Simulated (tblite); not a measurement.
Ethyl vinyl ketone, C5H8O.
SMILES with atom numbers: `[CH2:1]=[CH:2][C:3](=[O:4])[CH2:5][CH3:6]` (hydrogens: H7, H8 on C1; H9 on C2; H10, H11 on C5; H12, H13, H14 on C6)

Computed with GFN2-xTB (tblite), gas phase: nudged elastic band of 9 images (0 to 8), spring 0.2 eV/Å², climbing image at the end, force threshold 0.05 eV/Å. No saddle search or frequency run followed, so the top image need not be a first-order saddle, and its height can exceed the method's true barrier by a kcal/mol or more.

The band describes a rotation about C3–C5 (ketone carbonyl carbon, sp3 carbon next to a carbonyl), followed by the dihedral C2–C3–C5–C6, from the optimised start (-179°) to a second optimised geometry at -73°.

**Question.** How does the energy change from image to image?

**Answer.** 
```tsv
image	dihedral (°)	E (kcal/mol)	C3–C5 (Å)	C2···C6 (Å)	largest true force (eV/Å)
0	-179	0.00	1.515	3.86	0.01
1	-167	0.19	1.515	3.85	0.04
2	-154	0.62	1.516	3.81	0.05
3	-141	1.08	1.517	3.75	0.05
4	-127	1.34	1.517	3.65	0.05
5	-113	1.28	1.517	3.54	0.04
6	-100	0.96	1.516	3.40	0.04
7	-86	0.56	1.515	3.26	0.04
8	-73	0.32	1.514	3.13	0.01
```

Barriers of this band. The top is image 4 at -127°: 1.34 kcal/mol forward and 1.02 kcal/mol back; the end lies 0.32 kcal/mol above the start. The central bond is 0.002 Å longer at the top than at the start.

**Question.** What rate follows at 250 K for crossing this barrier forward?

**Answer.** Taking the electronic barrier for the free energy of activation (no zero-point or entropy terms, transmission 1), rate = (kT/h)·exp(−ΔE/kT) ≈ 4 × 10^11 s⁻¹, whose inverse is 3 × 10^-12 s. An error of 1 kcal/mol in the barrier changes this by a factor of 7, and the method and the loose band can each miss by that much or more. The barrier is only 2.7 kT, where transition-state theory is rough.

**Question.** How would the two end points share their population at 250 K, from these energies alone?

**Answer.** exp(−ΔE/kT) with ΔE = 0.014 eV gives 0.52 for the higher one (end) against 1 for the lower, without vibrational, rotational or degeneracy terms. GFN2-xTB can put conformers this close in the wrong order.

**Question.** How long is the path, and how are the images spaced?

**Answer.** Cartesian distances between aligned neighbours (all atoms, Å): 0.48, 0.51, 0.52, 0.53, 0.53, 0.53, 0.54, 0.58; the sum is 4.23 Å, and the top lies 48 % of the way along.

The cost below is that of the whole band run. Cost: about 6 s of CPU time on one thread; the machine was shared, so the figure is rough.
